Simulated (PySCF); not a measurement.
**Which functional comes closest?**

Molecule: SMILES CC(CC)=O, C4H8O.

Atom-mapped SMILES (the numbers label the heavy atoms): `[CH3:1][CH2:2][C:3]([CH3:4])=[O:5]` (H(Xn): hydrogen on atom n).

Geometry PBE0-D3(BJ)/def2-SVP throughout; GIAO in PySCF 2.14.0 with density-fitted response routines, gas phase, one conformer, non-relativistic; equivalent atoms averaged; basis pcSseg-2.

Reference values (measured; solution, DMSO-d6, 298 K; Fulmer et al., Organometallics 2010, 29, 2176): δ(H(C4)) = 2.07 ppm, δ(H(C2)) = 2.43 ppm, δ(H(C1)) = 0.91 ppm, δ(C4) = 29.3 ppm, δ(C3) = 208.7 ppm, δ(C2) = 35.8 ppm, δ(C1) = 7.6 ppm. Computed shifts are taken against TMS, calculated as an isolated molecule at each level.

Question: How do the functionals HF, LDA, PBE, BLYP, BP86, OPBE, KT2, KT3, B97-D, B3LYP, PBE0, mPW1PW91, WP04, B97-2, BHandHLYP, CAM-B3LYP, wB97X-D, LC-wPBE perform against the reference? Times are CPU seconds on shared hosts with different chips, so compare them loosely; the GGAs took longer than the global hybrids here, which isn't the general rule, and the cause wasn't traced.

Answer: 
| functional | kind | H(C4) | H(C2) | H(C1) | C4 | C3 | C2 | C1 | mean abs. error H | mean abs. error C | core-s |
| --- | --- | --- | --- | --- | --- | --- | --- | --- | --- | --- | --- |
| HF | Hartree–Fock | 2.02 | 2.09 | 1.10 | 29.2 | 214.9 | 35.0 | 10.1 | 0.19 | 2.4 | 23 |
| LDA | LDA | 2.13 | 2.63 | 0.85 | 31.9 | 224.0 | 41.8 | 6.5 | 0.11 | 6.3 | 54 |
| PBE | GGA | 2.09 | 2.55 | 0.90 | 31.1 | 216.8 | 40.4 | 8.7 | 0.05 | 3.9 | 67 |
| BLYP | GGA | 2.10 | 2.52 | 0.96 | 31.1 | 217.8 | 40.6 | 9.5 | 0.06 | 4.4 | 72 |
| BP86 | GGA | 2.09 | 2.53 | 0.90 | 31.3 | 216.2 | 40.5 | 8.9 | 0.04 | 3.9 | 67 |
| OPBE | GGA | 2.08 | 2.54 | 0.89 | 30.2 | 208.7 | 39.1 | 9.6 | 0.05 | 1.6 | 70 |
| KT2 | GGA | 2.03 | 2.48 | 0.91 | 29.4 | 204.1 | 38.3 | 8.5 | 0.03 | 2.0 | 72 |
| KT3 | GGA | 2.03 | 2.46 | 0.95 | 29.1 | 202.7 | 38.0 | 9.8 | 0.04 | 2.7 | 67 |
| B97-D | GGA | 2.08 | 2.51 | 0.96 | 30.5 | 210.9 | 39.6 | 9.9 | 0.05 | 2.4 | 67 |
| B3LYP | global hybrid | 2.08 | 2.42 | 0.98 | 31.1 | 218.9 | 39.8 | 9.4 | 0.03 | 4.5 | 41 |
| PBE0 | global hybrid | 2.07 | 2.41 | 0.94 | 31.1 | 217.8 | 39.3 | 8.9 | 0.02 | 3.9 | 41 |
| mPW1PW91 | global hybrid | 2.06 | 2.40 | 0.95 | 31.1 | 218.0 | 39.4 | 9.1 | 0.03 | 4.1 | 41 |
| WP04 | global hybrid | 2.03 | 2.32 | 1.00 | 31.5 | 219.9 | 40.5 | 11.4 | 0.08 | 5.5 | 23 |
| B97-2 | global hybrid | 2.06 | 2.40 | 0.96 | 30.6 | 213.9 | 38.9 | 9.7 | 0.03 | 2.9 | 30 |
| BHandHLYP | global hybrid | 2.05 | 2.28 | 1.03 | 30.6 | 219.0 | 38.2 | 9.5 | 0.10 | 4.0 | 26 |
| CAM-B3LYP | range-separated hybrid | 2.08 | 2.37 | 1.00 | 31.5 | 222.2 | 39.5 | 8.8 | 0.05 | 5.2 | 40 |
| wB97X-D | range-separated hybrid | 2.07 | 2.36 | 0.96 | 31.7 | 219.6 | 39.5 | 9.3 | 0.04 | 4.7 | 40 |
| LC-wPBE | range-separated hybrid | 2.07 | 2.33 | 0.95 | 32.4 | 224.6 | 39.0 | 8.7 | 0.05 | 5.8 | 48 |

For $^{1}$H the closest is PBE0 (0.02 ppm, with mPW1PW91, KT2, B97-2, B3LYP, KT3, wB97X-D, BP86, B97-D practically level) and the furthest HF (0.19 ppm).

For $^{13}$C the closest is OPBE (1.6 ppm) and the furthest LDA (6.3 ppm). One molecule is a small sample, and vibrational and solvent effects are absent from the calculation.
